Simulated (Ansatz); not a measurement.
# FMg: the cost of one run

Program: Ansatz 0.2.0. Level of theory: DFT unrestricted PBE0, Gaussian basis aug-cc-pCVTZ, and further levels as typed in the inputs. These are calculated values, not measurements.

**1. The system as given**

Bond lengths: Mg1–F2 1.750 Å.

Coordinates:

```xyz
2

Mg    0.0000    0.0000    0.0000
F     0.0000    0.0000    1.7500
```

**2. Single point: FMg**

The input, input.yaml:

```yaml
crystal:
  periodic: [false, false, false]
  atoms:
    - { symbol: Mg, position_ang: [0.0, 0.0, 0.0] }
    - { symbol: F, position_ang: [0.0, 0.0, 1.75] }
magnetization:
  spin_polarized: true
  initial_magnetization: 1
basis:
  gaussian: { orbitals: aug-cc-pCVTZ.json }
hamiltonian:
  xc: pbe0
output:
  orbitals: {}
```

On the command line:

```bash
$ ansatz run input.yaml --threads 4 --pin off --max-ram 6144MiB --backend cpu --events-out ev --progress --plain --runs-dir out
```

**Question.** How long does this run take on 4 threads of Arm Neoverse N1, shared host, and how much memory does it need?

About 1.5 s, with a peak of 0.23 GiB.
